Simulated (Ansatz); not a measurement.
Rutile TiO₂ was calculated with PBE0 in Ansatz (PAW).

Numerical settings: plane-wave cutoff 500 eV, 6×6×8 k mesh (along the axes of the cell as run), gaussian smearing 0.02 eV, no spin polarisation, scalar-relativistic PAW data made under PBE.

Cell (relaxed with r²SCAN):

TiO2 is modelled in the tetragonal space group P4₂/mnm (No. 136), the rutile structure, Pearson symbol tP6. Conventional cell: a = b = 4.597 Å, c = 2.954 Å, α = β = γ = 90.00°. Ti on 2b sees 6 O at 1.948–1.980 Å (octahedral). O on 4g has 3 Ti at 1.948–1.980 Å (trigonal planar). (Neighbours: up to the widest gap in distance over summed covalent radii, below 1.35, at either atom; cation-cation and far metal-metal contacts left out.)

Q: Estimate the band gap that the calculation returns.

A: 
band gap: 4.14 eV (on the SCF k mesh)

Note: cell and atoms aren't relaxed at this level (largest force component 0.10 eV/Å, pressure -3.0 GPa).

Computing time: very roughly 3 core-minutes.

Ansatz is an electronic-structure program.
